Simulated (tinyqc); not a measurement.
A ladder of methods, and size consistency: correlation methods against full CI in the sto-3g basis, for H2O, spin multiplicity 1. Computed by the program tinyqc with PySCF. All electrons correlated; +Q is the Davidson correction (1 - c0^2) E_corr. The last columns treat two copies 100 angstrom apart as one system. FCI is the lowest singlet.

Geometry (angstrom):
```
atom       x        y       z
O     0.0000   0.0000  0.0000
H     0.0000   0.8710  0.6500
H     0.0000  -0.8710  0.6500
```

RHF energy of one = -74.945189 hartree

Correlation energies (hartree):
```
method   E_corr of one  share of FCI (%)  E_corr of two at 100 angstrom  two minus twice one (mhartree)
MP2          -0.047297           69.2903                      -0.094594                          0.0000
CISD         -0.066649           97.6405                      -0.128069                          5.2288
CISD+Q       -0.069491          101.8039                      -0.137708                          1.2738
CCSD         -0.068045           99.6858                      -0.136090                          0.0000
CCSD(T)      -0.068149           99.8375                      -0.136297                          0.0000
FCI          -0.068260          100.0000                              -                               -
```

What does the comparison show, and why?

MP2 recovers 69 %, CISD 97.6 % and CCSD 99.7 % of the FCI value (c0^2 = 0.957 in CISD). MP2 and coupled cluster are size consistent, so their last column vanishes; CISD loses 5.23 mhartree, since a double excitation on each copy is a quadruple of the pair, and the Davidson correction leaves +1.27.
